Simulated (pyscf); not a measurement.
A first-order saddle from PySCF, ωB97X-D3(BJ)/def2-SVP:

```xyz
10

F      2.2650     1.0889     0.5577
Si     1.0970    -0.0017     0.2893
O     -0.3386     0.8338     0.3883
Si    -1.9084     0.3656     0.1851
H      1.3058    -0.5538    -1.0658
H      1.1753    -1.0058     1.3747
H     -1.8452    -1.2745     0.9538
H     -2.2711    -0.6346     1.5405
H     -2.7209     1.4656     0.8311
F     -1.2985    -1.5264    -0.1165
```
Charge 0, spin multiplicity 2.

Surface: doublet, charge 0. Lowest wavenumbers (cm⁻¹): 1130i, 79, 93, 110, 230.

**Question.** What reaction is this the transition state of?

**Answer.** F–SiH₂–O–SiH₂• (SMILES F[SiH2]O[SiH2]) + HF (SMILES F) ⇌ F–SiH•–O–SiH₂–F (SMILES F[SiH]O[SiH2]F) + H₂ (SMILES [H][H]), a four-centre exchange read from left to right: H–Si, F–H broken and F–Si, H–H formed. At ωB97M-D3(BJ)/def2-TZVP it lies +24.6 kcal/mol from the left side and +54.4 kcal/mol from the right (each side as separated species at their lowest minima found). On the reactant side the descent ends in a complex (not fully relaxed), 4.8 kcal/mol under the separated species and 30.4 kcal/mol under the saddle at ωB97X-D3(BJ)/def2-TZVP. One saddle was located; it need not be the lowest between these sides.
